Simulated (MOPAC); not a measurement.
# C2H2FNO (SMILES OC1=C(F)N1), run twice

Wanted: energy and one-electron properties of C2H2FNO, PM6-ORG (COSMO dmf).

Program for the calculation: MOPAC 23.2.5.

10 further runs of the same task are left out: 4 that didn't finish, 6 set aside as unsound or not needed.

## 1. The molecule

C2H2FNO has 7 atoms, charge 0, and is taken as a singlet. As SMILES, `OC1=C(F)N1`. Geometry: relaxed at GFN2-xTB. This is one conformer, not always the lowest.

Bond lengths: O1–C2 1.307 Å, C2–C3 1.292 Å, C3–F4 1.317 Å, C2–N5 1.485 Å, C3–N5 1.492 Å, O1–H6 0.968 Å, N5–H7 1.031 Å. Angles: O1–C2–C3 156.1°, O1–C2–N5 137.4°, C3–C2–N5 64.6°, C2–C3–F4 148.1°, C2–C3–N5 64.0°, F4–C3–N5 135.6°, C2–N5–C3 51.4°, C2–O1–H6 111.1°, C2–N5–H7 111.5°, C3–N5–H7 114.1°.

## 2. The input as first written

run.mop reads:

```
pm6-org eps=37.2 itry=3 singlet 1scf pl aux(precision=6) threads=1
PM6-ORG properties
OC1=C(F)N1
O     0.000000  0    0.000000  0    0.000000  0   0   0   0
C     1.307163  1    0.000000  0    0.000000  0   1   0   0
C     1.291831  1  156.104480  1    0.000000  0   2   1   0
F     1.316689  1  148.122300  1   64.251800  1   3   2   1
N     1.484733  1   64.552190  1 -136.109690  1   2   3   4
H     0.968197  1  111.142980  1  141.699780  1   1   2   3
H     1.030939  1  111.504740  1  104.277820  1   5   2   3
```

Run with:

```sh
$ mopac run.mop
```

run.out:

```text
MOPAC v23.2.5
PM6-ORG CALCULATION RESULTS

 *  PM6-ORG    - The PM6-ORG Hamiltonian to be used
 *  SINGLET    - SPIN STATE DEFINED AS A SINGLET
 *  EPS=37.2   - USE COSMO IMPLICIT SOLVATION MODEL
 *  1SCF       - DO 1 SCF AND THEN STOP
 *  THREADS=1  - MULTI-THREADING NOT USED
 *  ITRY=      - DO A MAXIMUM OF     3 ITERATIONS FOR SCF
 *  AUX        - OUTPUT AUXILIARY INFORMATION
 *  PL         - MONITOR CONVERGENCE IN DENSITY MATRIX
pm6-org eps=37.2 itry=3 singlet 1scf pl aux(precision=6) threads=1
 PM6-ORG properties
 OC1=C(F)N1
  ATOM    CHEMICAL      BOND LENGTH      BOND ANGLE     TWIST ANGLE
 NUMBER    SYMBOL       (ANGSTROMS)      (DEGREES)       (DEGREES)
   (I)                     NA:I           NB:NA:I       NC:NB:NA:I       NA    NB    NC
     1       O          0.00000000       0.0000000       0.0000000        0     0     0
     2       C          1.30716300  *    0.0000000       0.0000000        1     0     0
     3       C          1.29183100  *  156.1044800  *    0.0000000        2     1     0
     4       F          1.31668900  *  148.1223000  *   64.2518000  *     3     2     1
     5       N          1.48473300  *   64.5521900  * -136.1096900  *     2     3     4
     6       H          0.96819700  *  111.1429800  *  141.6997800  *     1     2     3
     7       H          1.03093900  *  111.5047400  *  104.2778200  *     5     2     3

          CARTESIAN COORDINATES

    NO.       ATOM           X           Y           Z

     1         O          0.0000      0.0000      0.0000
     2         C          1.3072      0.0000      0.0000
     3         C          2.4883      0.5233      0.0000
     4         F          3.3882      1.2524      0.6263
     5         N          2.3996     -0.8907     -0.4665
     6         H         -0.3492     -0.7087     -0.5597
     7         H          2.6520     -1.5868      0.2509

           Empirical Formula: C2 H2 N O F  =     7 atoms

      MOLECULAR POINT GROUP   :   C1

 SINGLET STATE CALCULATION

      RHF CALCULATION, NO. OF DOUBLY OCCUPIED LEVELS = 14

 ALL CONVERGERS ARE NOW FORCED ON
 SHIFT=10, PULAY ON, CAMP-KING ON
 AND ITERATION COUNTER RESET

 ITERATION   1 PLS= 0.100E+01 0.000E+00 ENERGY     3779.406320 DELTAE 3679.4063197
 ITERATION   2 PLS= 0.122E+01 0.000E+00 ENERGY       75.250726 DELTAE-3704.1555942

          """""""""""""UNABLE TO ACHIEVE SELF-CONSISTENCE

          DELTAE=  -0.3704E+04     DELTAP=   0.9802E-01

 -------------------------------------------------------------------------------
 pm6-org eps=37.2 itry=3 singlet 1scf pl aux(precision=6) threads=1
 PM6-ORG properties
 OC1=C(F)N1

     A FAILURE HAS OCCURRED, TREAT RESULTS WITH CAUTION!!
      ++++----**** FAILED TO ACHIEVE SCF. ****----++++

                              PM6-ORG CALCULATION

 FOR SOME REASON THE SCF CALCULATION FAILED.

 THE RESULTS WOULD BE MEANINGLESS, SO WILL NOT BE PRINTED.
 TRY TO FIND THE REASON FOR THE FAILURE BY USING 'PL'.

 CHECK YOUR GEOMETRY AND ALSO TRY USING SHIFT OR PULAY.

 CLOSED-SHELL ORGANIC MOLECULES SHOULD HAVE GOOD SCF CONVERGENCE,
 CHECK THEIR TOTAL CHARGE WITH THE 'LEWIS' KEYWORD,
 AND CHECK THEIR PROTONATION WITH THE 'ADD-H' KEYWORD.

  ATOM    CHEMICAL      BOND LENGTH      BOND ANGLE     TWIST ANGLE
 NUMBER    SYMBOL       (ANGSTROMS)      (DEGREES)       (DEGREES)
   (I)                     NA:I           NB:NA:I       NC:NB:NA:I       NA    NB    NC
     1       O          0.00000000       0.0000000       0.0000000        0     0     0
     2       C          1.30716300  *    0.0000000       0.0000000        1     0     0
     3       C          1.29183100  *  156.1044800  *    0.0000000        2     1     0
     4       F          1.31668900  *  148.1223000  *   64.2518000  *     3     2     1
     5       N          1.48473300  *   64.5521900  * -136.1096900  *     2     3     4
     6       H          0.96819700  *  111.1429800  *  141.6997800  *     1     2     3
     7       H          1.03093900  *  111.5047400  *  104.2778200  *     5     2     3

          THE SCF CALCULATION FAILED.

          UNABLE TO ACHIEVE SELF-CONSISTENCE

 *                                                                            *
 *     Error and normal termination messages reported in this calculation     *
 *                                                                            *
 * THE SCF CALCULATION FAILED.                                                *
 * UNABLE TO ACHIEVE SELF-CONSISTENCE                                         *
 * JOB ENDED NORMALLY                                                         *
 *                                                                            *

 TOTAL JOB TIME:             0.01 SECONDS

 == MOPAC DONE ==
```

It took 0.04 s on 1 thread of Arm Neoverse N1, shared host.

## 3. Reading the log

The iterations ended before the threshold was met.

The log says `THE SCF CALCULATION FAILED.`. What is wrong: the iteration cap is too low for convergence. Among its listed settings the sound run differs in this, and the input shows the rest: keywords MULLIK SUPER in place of PL.

## 4. The mended input

job.mop reads:

```
PM6-ORG 1SCF EPS=37.2 MULLIK SUPER AUX(PRECISION=9) THREADS=1
PM6-ORG properties

O     -1.354220 1     0.568360 1     0.875950 1
C     -0.420790 1     0.063400 1     0.112800 1
C      0.060490 1    -0.662550 1    -0.841240 1
F      0.132380 1    -0.906840 1    -2.133070 1
N      1.025010 1    -0.256370 1     0.221620 1
H     -1.054050 1     0.640370 1     1.793620 1
H      1.611170 1     0.553630 1    -0.029680 1
```

Run with:

```sh
$ mopac job.mop
```

job.out:

```text
MOPAC v23.2.5
PM6-ORG CALCULATION RESULTS
[...]
           Empirical Formula: C2 H2 N O F  =     7 atoms
      MOLECULAR POINT GROUP   :   C1
[...]
     SCF FIELD WAS ACHIEVED
[...]
          FINAL HEAT OF FORMATION =         10.94766 KCAL/MOL =      45.80501 KJ/MOL
          VAN DER WAALS AREA      =         97.71 SQUARE ANGSTROMS
          DIELECTRIC ENERGY       =         -0.37692 EV
          COSMO AREA              =         97.71 SQUARE ANGSTROMS
          COSMO VOLUME            =         79.24 CUBIC ANGSTROMS
          IONIZATION POTENTIAL    =          9.383152 EV
          HOMO LUMO ENERGIES (EV) =         -9.383  0.047
          NO. OF FILLED LEVELS    =         14
          MOLECULAR WEIGHT        =         75.0423         POINT GROUP:  C1
[...]
                             CARTESIAN COORDINATES
   1    O       -1.354220000     0.568360000     0.875950000
   2    C       -0.420790000     0.063400000     0.112800000
   3    C        0.060490000    -0.662550000    -0.841240000
   4    F        0.132380000    -0.906840000    -2.133070000
   5    N        1.025010000    -0.256370000     0.221620000
   6    H       -1.054050000     0.640370000     1.793620000
   7    H        1.611170000     0.553630000    -0.029680000
           Empirical Formula: C2 H2 N O F  =     7 atoms
      MOLECULAR POINT GROUP   :   C1
[...]
              NET ATOMIC CHARGES AND DIPOLE CONTRIBUTIONS
  ATOM NO.   TYPE          CHARGE      No. of ELECS.   s-Pop       p-Pop
    1          O          -0.445587        6.4456     1.87252     4.57306
    2          C           0.293041        3.7070     1.00418     2.70278
    3          C           0.104936        3.8951     1.05957     2.83549
    4          F          -0.147897        7.1479     1.97664     5.17126
    5          N          -0.369035        5.3690     1.82102     3.54801
    6          H           0.386637        0.6134     0.61336
    7          H           0.177906        0.8221     0.82209
 DIPOLE           X         Y         Z       TOTAL
 POINT-CHG.    -0.155     1.300     2.288     2.636
 HYBRID        -0.025     1.189    -0.571     1.320
 SUM           -0.180     2.489     1.717     3.030
[...]
 * JOB ENDED NORMALLY *
[...]
```

Run time: 0.04 s. Hardware: 1 thread of Arm Neoverse N1, shared host.

Atomic charges (e):

| atom | program's own | Mulliken |
| --- | --- | --- |
| O1 | -0.446 | -0.508 |
| C2 | +0.293 | +0.329 |
| C3 | +0.105 | +0.147 |
| F4 | -0.148 | -0.163 |
| N5 | -0.369 | -0.470 |
| H6 | +0.387 | +0.424 |
| H7 | +0.178 | +0.241 |

## 5. Results

Level: PM6-ORG (COSMO dmf).

```
         quantity          value
    dipole moment         3.03 D
      HOMO energy       -9.38 eV
      LUMO energy        0.05 eV
    HOMO–LUMO gap        9.43 eV
heat of formation  10.9 kcal/mol
```

**Reading.** Mulliken charges run from -0.51 on O1 to +0.42 on H6.
